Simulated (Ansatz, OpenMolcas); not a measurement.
## SiH3 (silyl radical): methods side by side

SiH3 has 4 atoms, charge 0, and is taken as a doublet. As SMILES, `[SiH3]`. The coordinates come from a GFN2-xTB relaxation.

Each level gives the vertical ionisation energy (to the singlet cation) (eV). The values are calculated.

```
          level                   kind     program  value (eV)  less CCSD(T)/3-21G
    UBLYP/3-21G                    GGA      Ansatz        8.35               +0.28
     UPBE/3-21G                    GGA      Ansatz        8.57               +0.50
    UPBE0/3-21G          global hybrid      Ansatz        8.62               +0.55
  RPA@PBE/3-21G                    RPA      Ansatz        8.05               -0.02
 UBCCD(T)/3-21G  coupled cluster or CI      Ansatz        8.07                0.00
 UCCSD(T)/3-21G  coupled cluster or CI      Ansatz        8.07                0.00
    UCCSD/3-21G  coupled cluster or CI      Ansatz        8.07                0.00
UCCSDT(Q)/3-21G  coupled cluster or CI      Ansatz        8.07                0.00
     FCI/STO-3G     exact in the basis  OpenMolcas        5.29               -2.78
```

UCCSD(T)/3-21G is the highest level here, not the true value. The values span 5.29 to 8.62 eV. All rows use very small basis sets, so even the best lies far from the true value.
